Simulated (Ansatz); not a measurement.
# [AlH2···H···SiH3], doublet along the distance Al1-H4

Starting geometry:

```xyz
8

Al   -1.9932    0.0000    0.0000
H    -2.7862    1.3734    0.0000
H    -2.7862   -1.3734    0.0000
H    -0.4074    0.0000    0.0000
Si    1.8788    0.0000    0.0000
H     2.3287   -1.4163    0.0000
H     2.3287    0.7081   -1.2265
H     2.3287    0.7081    1.2265
```

From there H4 is moved from one fragment to the other while all else, the fragments' distance too, stays fixed, so the hump isn't the reaction's barrier; atoms are numbered as listed. Energies are in kJ/mol, counted from the starting geometry at the same level. Kohn–Sham curves are unrestricted where that lies lower.

Basis cc-pVDZ; Ansatz 0.2.0. Only valence electrons are correlated (noble-gas cores frozen). R marks a restricted (for open shells ROHF) determinant, U an unrestricted one.

Full CI isn't at hand for all of this; UCCSDT(Q) serves as the reference, and is uncertain by about the last step of the cluster series.

```
distance Al1-H4 (Å)    PBE
              1.586    0.0
              1.707   -3.9
              1.948   -5.0
              2.190  -21.7
              2.432  -21.6
```

Q: Estimate the UCCSDT(Q) curve in cc-pVDZ from this one, knowing how PBE errs.

A: The computed UCCSDT(Q) values, in kJ/mol from the starting point, and the error of PBE against them:
| distance Al1-H4 (Å) | UCCSDT(Q) | PBE less UCCSDT(Q) |
| --- | --- | --- |
| 1.586 | 0.0 | 0.0 |
| 1.707 | 4.9 | -8.7 |
| 1.948 | 16.4 | -21.4 |
| 2.190 | -8.4 | -13.3 |
| 2.432 | -25.1 | 3.6 |

The error spans 24.9 kJ/mol and is largest, -21.4 kJ/mol, at 1.948 Å.

In so small a basis the reference is far from its limit while semilocal and hybrid functionals are nearer theirs, so the functionals' errors here hold much of the reference's basis and frozen-core error, which can add to them or hide them.
